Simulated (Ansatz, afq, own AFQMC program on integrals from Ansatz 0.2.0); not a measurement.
# Where AFQMC and coupled cluster stand for HfH⁺, triplet

```xyz
2

Hf    0.0000    0.0000    0.0000
H     0.0000    0.0000    1.8316
```

Basis def2-TZVP with its core potentials. Noble-gas cores (and the filled d shells of Ga–Kr and In–Xe) are frozen. Ansatz 0.2.0 and our own AFQMC program on the same integrals; the CISD trial comes from CCSD amplitudes, and released means the phaseless constraint is let go. Uncertainties: one standard error, sampling alone. No spin–orbit coupling. The metal's outer-core s and p shells are frozen, which shifts wave-function levels against functionals.

Determinant: UHF, the one that the program's search chose, which needn't be the lowest solution. The geometry is a PBE0/def2-TZVP stationary point of this or a neighbouring charge and spin state.

Full CI on the same integrals is exact in this basis and with this determinant's frozen core.

Cautions: no spin-orbit coupling; outer-core shells of the metal frozen; lower spins were not checked.

- T1 diagnostic: 0.0196
- weight of the determinant in the CISD state: 0.960
- ⟨S²⟩ of the determinant: 2.007
- size of the correlated space: 4 electrons in 42 orbitals

Reference: full CI, correlation energy -1.320 eV. The released energy is read at 2.40 1/Eh (meV from the phaseless value at times in 1/Eh: 0 ± 3 at 0.24, -4 ± 3 at 0.51, -8 ± 3 at 0.99, -9 ± 4 at 1.62, -6 ± 4 at 2.40).

| level | E − E(reference) (mEh) | share of correlation (%) |
| --- | --- | --- |
| HF | 48.53 | 0.00 |
| MP2 | 12.49 | 74.27 |
| CCSD | 1.16 | 97.60 |
| CCSD(T) | 0.33 | 99.31 |
| CCSDT | 0.01 | 99.98 |
| CCSDT(Q) | 0.00 | 99.99 |
| ph-AFQMC/CISD | 0.32 ± 0.08 | 99.35 |
| released AFQMC | 0.10 ± 0.13 | 99.79 |

CCSDT and higher add their correlation energy to the determinant of the CCSD(T) run, since their own runs factorise the integrals more tightly (a shift of under 2 meV). A walk keeps the symmetry of its determinant, which the program's search chose and which needn't be the lowest solution, so a lower state of the same spin and another symmetry isn't excluded. Released energies are given only where the last usable release times agree within the noise; a slower fall can still hide under it.
